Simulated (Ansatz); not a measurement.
**CHSi (doublet): the correlation ladder at distance Si1–C2 = 1.379 Å, 6-31G**

How much of the correlation energy of CHSi (doublet) does each wave-function method recover here?

Program: Ansatz 0.2.0, Gaussian basis. Level of theory: 6-31G, core rule «outside noble gas», up to 6 orbitals frozen. These are calculated values, not measurements.

The runs, in order: UHF; CCSD(T) on ROHF; CCSD(T) on UHF; BCCD(T) on ROHF; CISD; CCSDT(Q) on ROHF; CCSDT(Q) on UHF; CISDTQ; CCSDTQ on ROHF; CASSCF and MRCISD+Q, 3 electrons in 3 orbitals; CASSCF and NEVPT2, 3 electrons in 3 orbitals; CASSCF and MRCISD+Q, 9 electrons in 9 orbitals; CASSCF and NEVPT2, 9 electrons in 9 orbitals; Full CI.

33 further runs of the same task are left out: 8 for a known fault of the program, 23 that didn't finish, 2 set aside as unsound or not needed.

### 1 What is computed

The geometry derives from a PBE0/def2-TZVP stationary point (not a proven minimum). One bond is set to the value named and the two fragments are kept rigid.

3 atoms, charge 0, spin multiplicity 2.

Atoms are counted from 1 here; the program's logs count them from 0.

Bond lengths: Si1–C2 1.379 Å, Si1–H3 1.500 Å. Angles: C2–Si1–H3 180.0°.

Geometry (Å):

```csv
atom,x (Å),y (Å),z (Å)
Si1,0.0000,0.0000,0.0402
C2,0.0000,0.0000,1.4192
H3,0.0000,0.0000,-1.4594
```

### 2 UHF

The input, in.yaml:

```yaml
crystal:
  periodic: [false, false, false]
  atoms:
    - {symbol: Si, position_ang: [0.000000, 0.000000, 0.040178]}
    - {symbol: C, position_ang: [0.000000, 0.000000, 1.419178]}
    - {symbol: H, position_ang: [0.000000, 0.000000, -1.459355]}
basis:
  gaussian: {orbitals: 6-31G}
magnetization: {spin_polarized: true, initial_magnetization: 1}
hamiltonian: {xc: hf}
output: {orbitals: {seedname: orbitals}}
```

Launch:

```
ansatz run in.yaml --threads 1 --pin off --events-out ev --progress --plain --max-ram 2393MiB
```

The runs that follow: CCSD(T) on ROHF; CCSD(T) on UHF; BCCD(T) on ROHF; CISD; CCSDT(Q) on ROHF; CCSDT(Q) on UHF; CISDTQ; CCSDTQ on ROHF; CASSCF and MRCISD+Q, 3 electrons in 3 orbitals; CASSCF and NEVPT2, 3 electrons in 3 orbitals; CASSCF and MRCISD+Q, 9 electrons in 9 orbitals; CASSCF and NEVPT2, 9 electrons in 9 orbitals; Full CI.

Q: Predict the results of all the runs planned. Wanted: FCI below the RHF energy; RMP2 from FCI; UMP2 from FCI; RCCSD from FCI; RCCSD(T) from FCI; UCCSD(T) from FCI; RCCSDT(Q) from FCI; UCCSDT(Q) from FCI; NEVPT2 pair from FCI.

The runs gave:

```
                         quantity                                                                                                             value
         FCI below the RHF energy                                                                                                        -4.5031 eV
                    RMP2 from FCI                                                                                                   +18.48 kcal/mol
                    UMP2 from FCI                                                                                                   +29.11 kcal/mol
                   RCCSD from FCI                                                                                                    +3.97 kcal/mol
                RCCSD(T) from FCI                                                                                                    +0.92 kcal/mol
                UCCSD(T) from FCI                                                                                                    +1.48 kcal/mol
               RCCSDT(Q) from FCI                                                                                                    -0.01 kcal/mol
               UCCSDT(Q) from FCI                                                                                                    +0.11 kcal/mol
             NEVPT2 pair from FCI                                                                                                   +16.13 kcal/mol
           MRCISD+Q pair from FCI                                                                                                    +0.59 kcal/mol
          NEVPT2 valence from FCI                                                                                                    +6.59 kcal/mol
levels within 1 kcal/mol (43 meV)  RCCSD(T), RCCSDT, UCCSDT, CISDTQ, RCCSDT(Q), UCCSDT(Q), RCCSDTQ, MRCISD+Q pair, MRCISD valence, MRCISD+Q valence
                    T1 diagnostic                                                                                                             0.035
   effectively unpaired electrons                                                                                                              1.18
```

RCCSD(T) misses by +0.92 kcal/mol, 0.9 % of the correlation energy. CCSD(T) misses by +0.92 kcal/mol on the restricted determinant and by +1.48 kcal/mol on the unrestricted one; the two need not hold the same state or core. One determinant dominates. Of the multireference levels listed MRCISD+Q valence comes nearest in total energy (+0.35 kcal/mol), which doesn't show that its space is the better one. These misses are within one basis, not against nature; the frozen cores of restricted and unrestricted runs differ, which can shift their rows.
